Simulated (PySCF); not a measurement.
Compound: C₃H₅N₃.
InChI=1S/C3H5N3/c1-6-3-4-2-5-6/h2-3H,1H3

The closed-shell ground state was solved at several levels (PySCF, density fitting, gas phase, non-relativistic). Geometry: PBE0-D3(BJ)/def2-SVP; no solvent, vibrations or thermal averaging.

| level | basis functions | total energy (Eh) | HOMO (eV) | LUMO (eV) | gap (eV) | dipole (D) |
| --- | --- | --- | --- | --- | --- | --- |
| HF/pcSseg-2 | 286 | -279.9305 | -9.99 | 2.35 | 12.34 | 3.39 |
| OPBE/pcSseg-2 | 286 | -281.5550 | -6.39 | -0.87 | 5.52 | 3.28 |
| PBE/pcSseg-2 | 286 | -281.3441 | -6.43 | -0.99 | 5.44 | 3.32 |
| BLYP/pcSseg-2 | 286 | -281.5877 | -6.33 | -0.90 | 5.43 | 3.32 |
| BP86/pcSseg-2 | 286 | -281.6832 | -6.54 | -1.07 | 5.47 | 3.33 |

**Question.** Estimate the row for LDA/pcSseg-2, a basis of 286 functions; the other rows only guide the guess.

**Answer.** Total energy -279.2995 Eh, HOMO -6.58 eV, LUMO -1.22 eV, gap 5.36 eV, dipole 3.40 D.

**Question.** Over all these levels, which gives the widest orbital gap and which the narrowest?

**Answer.** HF/pcSseg-2 (Hartree–Fock, all exact exchange) has the widest, 12.34 eV, and LDA/pcSseg-2 (LDA) the narrowest, 5.36 eV. From the narrowest to the widest the HOMO moves by -3.41 eV and the LUMO by +3.57 eV.

**Question.** How far do the dipole and the HOMO energy spread over the levels?

**Answer.** The dipole runs from 3.28 to 3.40 D (mean 3.34 D) and the HOMO from -9.99 to -6.33 eV.
